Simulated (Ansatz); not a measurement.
# BeLi− (triplet): from Hartree-Fock to the top rungs, aug-cc-pVTZ

An exercise on one series of results from a longer session: the logs are not shown, and one member is left open.

Program: Ansatz 0.2.0, Gaussian basis. Level of theory: aug-cc-pVTZ, core rule «outside noble gas», up to 2 orbitals frozen. These are calculated values, not measurements.

Plan: UHF; CCSD(T) on ROHF; CCSD(T) on UHF; BCCD(T) on ROHF; CCSDT(Q) on ROHF; CCSDT(Q) on UHF; Full CI.

13 further runs of the same task are left out: 3 for a known fault of the program, 1 that didn't finish, 9 set aside as unsound or not needed.

### What is computed

The geometry is a PBE0/def2-TZVPD stationary point (not a proven minimum) of the parent state, kept for this charge and spin.

2 atoms, charge -1, spin multiplicity 3.

Atoms are counted from 1 here; the program's logs count them from 0.

No contacts short enough for the rule that draws bonds.

Set-up of the first run:

File in.yaml:

```yaml
crystal:
  periodic: [false, false, false]
  atoms:
    - {symbol: Li, position_ang: [0.000000, 0.000000, 0.000000]}
    - {symbol: Be, position_ang: [0.000000, 0.000000, 2.936000]}
basis:
  gaussian: {orbitals: aug-cc-pVTZ}
total_charge: -1
magnetization: {spin_polarized: true, initial_magnetization: 2}
hamiltonian: {xc: hf}
output: {orbitals: {seedname: orbitals}}
```

Started as:

```sh
ansatz run in.yaml --threads 1 --pin off --events-out ev --progress --plain --max-ram 2393MiB
```

Among the steps run: UHF; CCSD(T) on ROHF; CCSD(T) on UHF; BCCD(T) on ROHF; CCSDT(Q) on ROHF; CCSDT(Q) on UHF; Full CI.

One of the session's tables, all rows but one given; the rest of the session is left out.

It belongs to the step «Misses and costs». 

```
   method  from FCI (kcal/mol)
     ROHF               +37.94
      UHF               +35.74
     RMP2               +12.21
     UMP2                    ?
    RCCSD                +1.94
    UCCSD                +1.80
 RCCSD(T)                +0.56
 UCCSD(T)                +0.56
  BCCD(T)                +0.55
   RCCSDT                +0.04
   UCCSDT                +0.03
RCCSDT(Q)                +0.01
UCCSDT(Q)                +0.01
      FCI                    0
```

Q: Estimate the row for UMP2 from the others.

The run gave: from FCI (kcal/mol): +12.42. In the column «from FCI (kcal/mol)» it lies between RMP2 (+12.21) and UHF (+35.74).

To keep in mind: Levels on UHF freeze UHF's core orbitals, full CI those of ROHF, so the U rows can settle a little off it for that reason alone. Restricted and unrestricted rows rest on different reference determinants; where their highest levels disagree by more than a few hundredths of an eV, they describe different states and don't form one ladder.
